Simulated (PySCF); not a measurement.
# Basis and Hamiltonian dependence of the ionisation energy of F

F [He] 2s2 2p5 (2P) → F⁺ [He] 2s2 2p4 (3P). Calculated with PySCF 2.14 from differences of total energies of unrestricted determinants, without spin-orbit coupling. Values in eV.

```tsv
basis	Hamiltonian	functions	UHF	PBE	PBE0	MP2 (valence)	CCSD(T) (valence)	CCSD(T) (valence and next inner shell)
cc-pVDZ-DK	spin-free X2C	14	15.624	n/a	n/a	16.771	16.693	n/a
cc-pVDZ	non-relativistic	14	15.640	n/a	17.228	16.785	16.707	n/a
6-31G*	non-relativistic	14	15.645	17.292	n/a	16.866	16.802	n/a
aug-cc-pVDZ	non-relativistic	23	15.767	17.697	17.510	17.167	17.115	n/a
aug-cc-pVDZ-DK	spin-free X2C	23	15.752	17.683	17.496	17.154	17.102	n/a
ANO-RCC-VTZP	spin-free X2C	30	15.659	17.627	17.422	17.241	17.191	17.198
cc-pVTZ-DK	spin-free X2C	30	15.639	n/a	n/a	17.181	17.118	n/a
x2c-TZVPall	spin-free X2C	31	15.641	17.603	17.410	17.195	17.135	n/a
x2c-TZVPPall with one added diffuse shell each of s, p, d type	spin-free X2C	40	15.645	17.637	17.429	17.234	17.182	17.190
dyall-av2z	non-relativistic	42	15.660	17.665	17.454	17.121	n/a	n/a
aug-cc-pVTZ with one added diffuse shell each of s, p, d, f type	non-relativistic	62	15.671	17.666	17.458	17.312	17.264	n/a
aug-cc-pCVTZ-DK with one added diffuse shell each of s, p, d, f type	spin-free X2C	75	15.654	17.656	17.446	17.305	17.257	17.272
aug-cc-pVQZ with one added diffuse shell each of s, p, d, f, g type	non-relativistic	105	15.652	17.657	17.446	17.395	n/a	n/a
aug-cc-pwCVQZ	non-relativistic	109	15.653	17.658	17.447	17.403	n/a	n/a
```

Frozen in the all-electron rows: valence: 1s2; valence and next inner shell: nothing.

Reference for a calculation without spin-orbit coupling: 17.427 eV (measured, between term centres; NIST).
